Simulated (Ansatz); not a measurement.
The cluster LiH2⁻, relaxed as a triplet with UKS PBE0-D4/def2-TZVPD in Ansatz, starting from the PBE0-D4/def2-TZVPD geometry of the charge -1 singlet. Force threshold 0.02 eV/Å.

The highest occupied level of the charge -1 triplet lies above zero (up to 1.14 eV). The electron is either unbound and held by the finite basis, or the level is raised by self-interaction error. In the triplet geometry the species has come apart into loosely held pieces. In the triplet, H2 and H3 lie 0.89 Å apart (atoms count from 1), so H2 has formed as a molecule. At PBE0-D4/def2-TZVPD a singlet of charge -1 lies 0.77 eV below the triplet, each at its own geometry. The structure comes from a short search, and lower isomers may exist.

Start:

```tsv
atom	x (Å)	y (Å)	z (Å)
Li1	-0.003	0.002	-0.001
H2	0.796	1.316	-0.747
H3	-0.793	-1.317	0.748
```

```csv
step,energy (eV),largest force component (eV/Å),SCF passes
1,-232.4511,0.182,148
2,-232.4634,0.042,52
3,-232.4695,0.123,51
4,-232.5761,0.455,52
5,-232.7757,0.541,35
6,-232.9946,0.480,29
7,-233.2254,0.534,29
8,-233.4778,0.748,28
9,-233.8113,0.319,29
10,-233.9368,0.273,31
11,-234.0248,0.463,28
12,-234.2321,0.822,34
13,-234.8604,1.745,33
14,-234.9524,0.842,34
15,-234.9770,1.297,35
16,-234.9887,0.655,35
17 (rejected),-234.9837,0.230,34
18,-234.9931,0.091,38
19,-234.9934,0.031,28
20,-234.9934,0.010,27
```

Force components are those of the run's own axes.

End:

```xyz
3

Li   -1.372    0.673   -0.274
H     0.893    0.007   -0.058
H     0.479   -0.680    0.332
```

Bonds lost: Li1–H2, Li1–H3 (atoms count from 1). The end holds 3 separate pieces.

No frequencies were taken in this run, so the end may be a saddle point.

Run time 5.5 s (4 threads of Arm Neoverse V2 on a shared host).
